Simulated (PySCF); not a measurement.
## Molecular orbitals of Li₂⁺

r²SCAN at R = 3.098 Å; Li cc-pVTZ; no relativity (PySCF 2.14). State: ²Σg⁺ (doublet), unpaired electrons σ ↑. Only the outer orbitals are listed.

| spin | orbital | occ. | ε (eV) | main shells (%) |
| --- | --- | --- | --- | --- |
| α | σg | 1 | -58.60 | 100 s |
| α | σu | 1 | -58.60 | 101 s |
| α | σg | 1 | -8.51 | 67 s, 30 p |
| α | πu | 0 | -5.29 | 90 p, 10 d |
| α | πu | 0 | -5.29 | 90 p, 10 d |
| α | σu | 0 | -5.09 | 86 s, 9 p |
| β | σg | 1 | -58.51 | 100 s |
| β | σu | 1 | -58.51 | 101 s |
| β | σg | 0 | -4.20 | 100 s |

Task: Which are the highest filled and the lowest empty level, where do they sit, and how wide is the gap?

Result: Highest filled α σg at -8.51 eV (in %: 67 s, 30 p); lowest empty α πu at -5.29 eV (in %: 90 p, 10 d); the gap at r²SCAN is 3.22 eV.

- bond order (Mayer): 0.47
- ⟨S²⟩: 0.750

Shares are Mulliken populations and can fall outside 0 to 100 %.

The state is the lowest determinant that a PBE0 search found; another state may lie lower at other levels.
